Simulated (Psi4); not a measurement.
**DLPNO-MP2/cc-pwCVDZ (density fitting, density fitting for correlation, dipole perturbation λ (added as +λ·μ, a field of −λ) (0.002, 0, 0) a.u., pno convergence tight) run of AlH2Cl (SMILES [H][Al]([H])[Cl])**

Aim: the energy in a field of AlH2Cl. The job is set up through a Python script.

Program for the calculation: Psi4 1.11.

4 further runs of the same task are left out: 4 set aside as unsound or not needed.

**1. The system as given**

AlH2Cl: 4 atoms, total charge 0, spin state singlet. As SMILES, `[H][Al]([H])[Cl]`. Geometry: a GFN2-xTB relaxation, a rough one for these elements and not checked as a minimum.

Bond lengths: Al1–Cl4 2.014 Å, Al1–H2 1.538 Å, Al1–H3 1.538 Å. Angles: H2–Al1–Cl4 121.9°, H3–Al1–Cl4 121.9°, H2–Al1–H3 116.1°.

**2. The energy in a field at DLPNO-MP2/cc-pwCVDZ (density fitting, density fitting for correlation, dipole perturbation λ (added as +λ·μ, a field of −λ) (0.002, 0, 0) a.u., pno convergence tight)**

alclh2.xyz reads:

```xyz
4
AlClH2
Al     0.049780     0.082930    -0.002200
H      1.587020     0.109500     0.013310
H     -0.651090     1.451440    -0.019500
Cl    -0.985710    -1.643880     0.008400
```

job.py reads:

```python
import psi4

psi4.set_memory('1600 MB')
psi4.set_num_threads(1)
psi4.set_output_file('alclh2.out', False)

with open('alclh2.xyz') as f:
    atoms = ''.join(f.readlines()[2:])
m = psi4.geometry('0 1\n' + atoms + 'symmetry c1\nno_reorient\nno_com')

options = {'basis': 'cc-pwCVDZ', 'scf_type': 'df', 'freeze_core': True, 'pno_convergence': 'tight', 'perturb_h': True, 'perturb_with': 'dipole', 'perturb_dipole': [0.002, 0.0, 0.0], 'r_convergence': 1e-08, 'guess': 'sap', 'maxiter': 60}
psi4.set_options(options)

result = psi4.energy('dlpno-mp2', molecule=m)
print(f'total energy {result:.8f} hartree = {result * 27.211386:.5f} eV')
```

Launch:

```console
$ python job.py
```

alclh2.out:

```text
[...]
  Running in c1 symmetry.
[...]
  Nuclear repulsion =   72.954099866276039
[...]
  Multiplicity = 1
[...]
  Nalpha       = 16
  Nbeta        = 16
[...]
    Number of basis functions: 64
[...]
   @DF-RHF iter   1:  -702.43497648502910   -7.02435e+02   1.41704e-02 DIIS/ADIIS
[...]
    Orbital Energies [Eh]
    ---------------------
    Doubly Occupied:
       1A   -104.822483     2A    -58.502590     3A    -10.550656
       4A     -8.017520     5A     -8.015544     6A     -8.015325
       7A     -4.919204     8A     -3.233855     9A     -3.233357
      10A     -3.231424    11A     -1.091820    12A     -0.596826
      13A     -0.498317    14A     -0.491181    15A     -0.478500
      16A     -0.427145
[...]
  @DF-RHF Final Energy:  -702.64083456955643
   => Energetics <=
    Nuclear Repulsion Energy =             72.9540998662760387
    One-Electron Energy =               -1118.9383740080550069
    Two-Electron Energy =                 343.3434395722225076
    Total Energy =                       -702.6408345695565458
[...]
 Multipole Moments:
 ------------------------------------------------------------------------------------
     Multipole            Electronic (a.u.)      Nuclear  (a.u.)        Total (a.u.)
 ------------------------------------------------------------------------------------
 L = 1.  Multiply by 2.5417464519 to convert [e a0] to [Debye]
 Dipole X            :         28.7638800          -28.6747042            0.0891757
 Dipole Y            :         48.0657165          -47.8231668            0.2425498
 Dipole Z            :         -0.2104320            0.2041093           -0.0063227
 Magnitude           :                                                    0.2585008
[...]
  @LMP2 iter   8:  -0.208523673709 -6.311e-13  1.791e-09
[...]
```

Standard output:

```text
total energy -702.84935891 hartree = -19125.50521 eV
```

It took 2.8 s on 1 thread of Intel Xeon Platinum 8375C at 2.90GHz (Ice Lake), shared host; peak memory 0.23 GiB.

**3. Outcome**

Level: DLPNO-MP2/cc-pwCVDZ (density fitting, density fitting for correlation, dipole perturbation λ (added as +λ·μ, a field of −λ) (0.002, 0, 0) a.u., pno convergence tight), 10 core orbitals frozen.

| quantity | value |
| --- | --- |
| total energy | -702.84936 Eh |
| HOMO–LUMO gap (Hartree–Fock orbitals) | 12.88 eV |
| correlation energy (10 core orbitals frozen) | -208.5 mEh |
